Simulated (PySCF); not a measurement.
# C2H5N (Aziridine): the cost of one run

Computed with PySCF 2.14.0, with density-fitted response routines of our own, on a single molecule in the gas phase. Atoms are numbered from 0 throughout.

## Step 1: The molecule as given

8 atoms, charge 0, multiplicity 1; geometry from: MMFF94s. The atoms were then displaced at random by about 0.03 Å, so the start is not that level's minimum.

Bonds of the start (Å): C0–C1 1.57, C1–N2 1.46, N2–C0 1.60, C0–H3 1.11, C0–H4 1.05, C1–H5 1.06, C1–H6 1.07, N2–H7 1.03.

## Step 2: Optimising the geometry at PBE0-D3(BJ)/def2-SVP

What the job is given:

```
{"job": {"xc": "PBE0", "basis": "def2-SVP", "d3": "d3bj", "grid": 1, "shake": 0.03, "kind": "geom"}, "charge": 0, "multiplicity": 1}
C      0.855040    -0.144390     0.037790
C     -0.677010    -0.460540    -0.011220
N     -0.262410     0.811530    -0.592930
H      1.331570     0.254680     0.952690
H      1.456340    -0.578210    -0.700510
H     -0.990380    -1.181100    -0.726440
H     -1.203510    -0.400880     0.913150
H     -0.371410     1.613270     0.043780
```

Command:

```
$ OMP_NUM_THREADS=1 python probes_run.py task.json out
```

This one command runs all jobs of the session in turn.

**Question.** How long does this first job take on 1 thread of Arm Neoverse V1, shared host, and how much memory does it need?

About 8.7 s, with a peak of 0.29 GiB.
